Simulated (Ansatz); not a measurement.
This geometry of C$_{3}$H$_{6}$FN (11 atoms, charge 0, multiplicity 1) is a first-order saddle point.

The calculation used Ansatz, RKS revPBE/cc-pVDZ.

```xyz
11
Properties=species:S:1:pos:R:3
N -0.814 1.295 0.877
C -0.244 -0.030 0.780
C 0.732 -0.171 -0.377
C 0.638 -1.056 -1.384
F -0.353 -1.997 -1.452
H -0.669 1.874 1.694
H -1.392 1.662 0.128
H -1.016 -0.831 0.696
H 0.297 -0.229 1.731
H 1.562 0.552 -0.430
H 1.325 -1.125 -2.242
```

Problem. Which two structures does it join? (They come from a converged band through this point; their orientation in space is the band's.)

Solution. No bond is made or broken. The height of N1 over the plane of its neighbours goes from -0.43 to 0.43 Å.

First end point:

```xyz
11
Properties=species:S:1:pos:R:3
N -0.512 1.494 0.875
C -0.157 0.059 0.775
C 0.720 -0.171 -0.431
C 0.549 -1.128 -1.359
F -0.466 -2.040 -1.304
H -1.070 1.628 1.733
H -1.167 1.714 0.108
H -1.020 -0.649 0.744
H 0.425 -0.195 1.692
H 1.569 0.517 -0.574
H 1.194 -1.285 -2.238
```

Last end point:

```xyz
11
Properties=species:S:1:pos:R:3
N -0.953 1.235 1.019
C -0.265 -0.069 0.860
C 0.699 -0.158 -0.306
C 0.582 -0.985 -1.361
F -0.432 -1.895 -1.471
H -0.236 1.969 1.144
H -1.393 1.472 0.115
H -1.037 -0.857 0.762
H 0.277 -0.275 1.809
H 1.560 0.531 -0.326
H 1.263 -1.025 -2.226
```

Problem. How far does it lie above each of them?

Solution. 0.263 eV above the first and 0.294 eV above the second. This is the barrier of this one path; another mechanism may lie lower.

The run took 62 s on 2 threads of Arm Neoverse V1, on a shared host, peak memory 0.15 GiB.
